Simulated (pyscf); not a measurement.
Optimised with ωB97X-D3(BJ)/def2-SVP in PySCF.

Task: Estimate by transition-state theory the rate constant of `[NH][Si]([SiH3])([SiH3])[SiH3]` [doublet] + `[H][H]` → `[NH2][Si]([SiH3])([SiH3])[SiH3]` + `[H]` [doublet] (doublet surface; H–H broken, H–N formed) at 900 K, with ωB97M-D3(BJ)/def2-TZVP energies (ideal gas, 1 atm, RRHO with modes under 100 cm⁻¹ raised to 100, one conformer, R ln 2 for chiral ones without a mode under 150 cm⁻¹; no tunnelling).

Result: The electronic barrier is 9.2 kcal/mol and the thermal terms add +26.0, so ΔG‡ = 35.2 kcal/mol. With k_BT/h = 1.88e+13 s⁻¹ and RT = 1.788 kcal/mol, and a volume of 1.23e-19 cm³ per molecule at 1 atm, k = 6.5e-15 cm³ molecule⁻¹ s⁻¹. Wigner's tunnelling factor for 1406i cm⁻¹ would be 1.21. A shift of 1 kcal/mol in the barrier changes k by a factor 1.7. •HN–Si(SiH₃)(SiH₃)–SiH₃ lies 36.9 kcal/mol over its isomer H₃Si–NH–Si•(SiH₃)–SiH₃ (electronic energy, ωB97M-D3(BJ)/def2-TZVP). H₂N–Si(SiH₃)(SiH₃)–SiH₃ lies 12.7 kcal/mol over its isomer H₃Si–NH–SiH(SiH₃)–SiH₃ (electronic energy, ωB97M-D3(BJ)/def2-TZVP). One saddle was located; it need not be the lowest between these sides. The angle at the transferred H is 157°.
